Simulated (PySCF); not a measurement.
Ligands exchanged one at a time, C F-SH. Gas-phase values, no solvent. One relaxed conformer stands for each flexible species; it need not be the lowest. Strings in code marks are SMILES.

All values below come from PBE-D3(BJ)/def2-TZVP // CAM-B3LYP-D3(BJ)/def2-TZVP (PySCF 2.14.0). All candidates: neutral, multiplicity 1. Excitations are Tamm–Dancoff values on a coarser integration grid. The basis has no diffuse functions, so Rydberg states are missing or too high.

```
Item                    Result
-------------------  ---------
HOMO                 -10.32 eV
S1 excitation (TDA)   12.16 eV
HOMO–LUMO gap         12.05 eV
```

### Question
Say which member has these values.
(A) `FC(F)(F)S`
(B) `FC(F)(S)S` (S–C–S–H torsion -65°, S–C–S–H torsion 65°)
(C) `FC(S)(S)S`
(D) `FC(F)(F)F`

### Answer
D, `FC(F)(F)F`. The others give `FC(F)(F)S`: -6.84 eV, 5.69 eV, 5.47 eV; `FC(F)(S)S` (S–C–S–H torsion -65°, S–C–S–H torsion 65°): -6.12 eV, 4.39 eV, 4.22 eV; `FC(S)(S)S`: -6.14 eV, 4.28 eV, 4.13 eV
